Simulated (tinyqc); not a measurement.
Worked calculation: UKS/exchange-only LDA in the sto-3g basis, for H2O+, spin multiplicity 2. Computed by tinyqc, a small Python program that keeps every step (integrals from PySCF). Settings: charge = 1, multiplicity = 2, basis = sto-3g, energy threshold = 1e-09, iteration cap = 76, orthogonalisation = symmetric, start = Wolfsberg-Helmholz matrix, DIIS depth = 0, method = UKS, functional = Slater exchange alone, grid = [15, 26]. Command: `OMP_NUM_THREADS=1 python tinyqc.py 23178 23179 out.jsonl` (the two numbers bound the seeds that draw the settings). One thread of a shared host (Intel(R) Xeon(R) Processor @ 2.60GHz), about 2 s of CPU time with the checks.

Geometry (angstrom):
```
atom,x,y,z
O,0.000000,0.000000,0.000000
H,0.000000,0.797000,0.666000
H,0.000000,-0.797000,0.666000
```

Stop when the energy changes by less than 1e-09 hartree and every element of the error matrix X^T (F D S - S D F) X (for each spin) is below 9e-06.

Course of the cycle:
```
iteration,E (hartree),change,largest element of the error matrix
1,-73.61923326,-,1.29e-01
2,-73.77822382,-1.59e-01,9.60e-02
3,-73.77807966,1.44e-04,9.09e-02
4,-73.76709218,1.10e-02,1.04e-01
5,-73.76726812,-1.76e-04,1.01e-01
6,-73.75318038,1.41e-02,1.17e-01
7,-73.75499522,-1.81e-03,1.11e-01
8,-73.73740132,1.76e-02,1.30e-01
9,-73.74164577,-4.24e-03,1.21e-01
10,-73.72031242,2.13e-02,1.43e-01
11,-73.72780134,-7.49e-03,1.31e-01
12,-73.70271727,2.51e-02,1.55e-01
13,-73.71414482,-1.14e-02,1.40e-01
14,-73.68552269,2.86e-02,1.66e-01
...,...,...,...
63,-73.64547410,-4.32e-02,1.75e-01
64,-73.60230544,4.32e-02,2.09e-01
65,-73.64546495,-4.32e-02,1.75e-01
66,-73.60229477,4.32e-02,2.09e-01
67,-73.64545835,-4.32e-02,1.75e-01
68,-73.60228707,4.32e-02,2.09e-01
69,-73.64545359,-4.32e-02,1.75e-01
70,-73.60228152,4.32e-02,2.09e-01
71,-73.64545016,-4.32e-02,1.75e-01
72,-73.60227752,4.32e-02,2.09e-01
73,-73.64544769,-4.32e-02,1.75e-01
74,-73.60227463,4.32e-02,2.09e-01
75,-73.64544590,-4.32e-02,1.75e-01
76,-73.60227255,4.32e-02,2.09e-01
```

Can the last value be used, and what does the course show?

Not by the stop rule. Not converged within the cap of 76 iterations: the residual has stopped falling: the iteration swings between two states. Reruns (cap 100 unless said): DIIS 8: converged in 8; damping 0.5: converged in 29; level shift 0.5: converged in 17; atomic densities as start, DIIS 8: converged in 8; the original settings with a cap of 400: not converged. PySCF UKS in the same basis, fine grid, after a stability check = -73.79600942 hartree, which differs from a converged run on this coarse grid by the grid error.
